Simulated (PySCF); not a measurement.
Cyclopropyl isocyanate, C4H5NO.
SMILES with atom numbers: `[O:1]=[C:2]=[N:3][CH:4]1[CH2:5][CH2:6]1` (hydrogens: H7 on C4; H8, H9 on C5; H10, H11 on C6)

Computed by this run: PBE0-D3(BJ)/def2-SVP geometry optimisation, gas phase in PySCF 2.14.0; density fitting, grid level 1; the optimiser is geomeTRIC in internal coordinates, started from a GFN2-xTB structure with every atom displaced at random (about 0.01 Å).

Step 0: E = -7751.0609 eV
```
atom  x, y, z in Å  |  force x, y, z in eV/Å
O1      3.1446   -0.8357   -0.7937   -1.130   0.352   0.252
C2      2.1630   -0.5199   -0.2103    1.690  -0.499  -0.122
N3      1.2974   -0.2233    0.5597    1.956  -0.484  -0.694
C4      0.0045    0.1092    0.7266   -2.857   0.442  -0.027
C5     -0.7652    0.8986   -0.3199   -0.017  -0.507   1.158
C6     -1.0936   -0.5398   -0.1118    0.176   0.349   0.591
H7     -0.2322    0.2971    1.7751   -0.231   0.119   0.063
H8     -1.4515    1.6549    0.0211   -0.429   0.365   0.269
H9     -0.2227    1.1869   -1.1822    0.702   0.242  -1.153
H10    -0.7722   -1.2459   -0.8577    0.232  -0.409  -0.453
H11    -2.0303   -0.8103    0.3746   -0.094   0.030   0.115
```

Step 1: E = -7751.1757 eV
```
atom  x, y, z in Å  |  force x, y, z in eV/Å
O1      2.9823   -0.7806   -0.9620    0.630  -0.229  -0.070
C2      2.1655   -0.5208   -0.1697   -0.661   0.233  -0.315
N3      1.3295   -0.2367    0.6364   -0.372   0.109   0.470
C4     -0.0391    0.1109    0.7743    0.323  -0.191  -0.170
C5     -0.7237    0.8906   -0.3110    0.145   0.250  -0.094
C6     -1.0681   -0.5497   -0.1018    0.043  -0.149  -0.009
H7     -0.3237    0.3208    1.8070    0.050   0.017   0.040
H8     -1.4373    1.6648   -0.0173   -0.034  -0.031   0.023
H9     -0.1126    1.1603   -1.1817   -0.096  -0.077   0.083
H10    -0.6976   -1.2764   -0.8316   -0.022   0.039   0.016
H11    -2.0334   -0.8114    0.3389   -0.005   0.029   0.025
```

Q: Estimate the geometry and energy of step 2. (The exact step hangs on the optimiser's Hessian estimate; all steps are aligned on step 1, rigid shifts and turns removed.)

A: E = -7751.2052 eV, largest force 0.194 eV/Å
```
atom  x, y, z in Å  |  force x, y, z in eV/Å
O1      3.0452   -0.8082   -0.9112    0.066  -0.022   0.103
C2      2.1703   -0.5223   -0.1854   -0.074   0.018  -0.179
N3      1.3263   -0.2326    0.6137   -0.134   0.051   0.090
C4     -0.0346    0.1105    0.7590    0.154  -0.093  -0.069
C5     -0.7359    0.8983   -0.3099    0.000   0.113   0.014
C6     -1.0750   -0.5468   -0.1038    0.003  -0.069   0.014
H7     -0.3016    0.3172    1.7979   -0.004   0.014   0.010
H8     -1.4545    1.6606    0.0030    0.004  -0.009   0.007
H9     -0.1475    1.1714   -1.1904   -0.013  -0.028   0.001
H10    -0.7182   -1.2672   -0.8449   -0.001   0.007  -0.001
H11    -2.0326   -0.8091    0.3534    0.000   0.018   0.008
```

The energy changes by -0.0295 eV. The first-order estimate −F·Δx gives -0.0430 eV and the mean of the old and new forces, exact on a quadratic surface, -0.0284 eV. The step makes an angle of 73° with the force vector and moves no atom by more than 0.085 Å.

What follows is the cost of the whole optimisation. The run took 44 s wall on Arm Neoverse N1, one thread, no GPU (shared host), and the process peaked at 0.45 GiB of memory.
